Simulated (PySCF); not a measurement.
# Working out the ionisation energy of N

N [He] 2s2 2p3 (4S) → N⁺ [He] 2s2 2p2 (3P). All numbers are calculated (PySCF 2.14, the non-relativistic Hamiltonian (point nucleus), in aug-cc-pVDZ). Frozen: 1s2. Energies in hartree (1 hartree = 27.21139 eV):

```tsv
part	N (lower)	N⁺ (upper)
UHF	-54.393183	-53.881265
CCSD correlation	-0.092524	-0.077235
(T)	-0.001274	-0.000872
```

Task: What does Hartree-Fock give?

Result: (-53.881265) − (-54.393183) = 0.511918 hartree = 13.930 eV.

Task: What do CCSD and CCSD(T) give?

Result: The CCSD correlation energies differ by 0.015289 hartree = 0.416 eV and the triples by 0.000402 hartree = 0.011 eV, so CCSD gives 14.346 eV and CCSD(T) 14.357 eV.

Measured between the centres of the two terms (NIST): 14.545 eV, so CCSD(T) (valence) is off by -0.188 eV.

A double-zeta basis recovers only part of the correlation energy.

What remains against the reference includes basis incompleteness, the frozen core and higher excitations.
